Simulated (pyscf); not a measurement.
PySCF, gas phase, ωB97X-D3(BJ)/def2-SVP geometries.

Q: Estimate the classical barrier height and the reaction energy of `[NH2][SiH2][F]` + `[NH2]` [doublet] -> `[NH2][SiH][F]` [doublet] + `[NH3]` at PBE0-D3(BJ)/def2-TZVP. The step runs on the doublet surface, breaks H–Si and forms H–N; take the separated reactants as zero.

A: ΔE‡ = 1.9 kcal/mol, ΔE = -15.6 kcal/mol. ωB97M-D3(BJ)/def2-TZVP gives 6.0 kcal/mol and -12.9 kcal/mol. Zero-point energy shifts the barrier by +0.4 kcal/mol. It is a hydrogen abstraction, with an imaginary mode of 1158i cm⁻¹. On the reactant side the descent ends in a complex (not fully relaxed), 5.1 kcal/mol under the separated species and 10.5 kcal/mol under the saddle at ωB97X-D3(BJ)/def2-TZVP. This is the saddle that the search found; another between the same sides may lie lower. The angle at the transferred H is 156°.
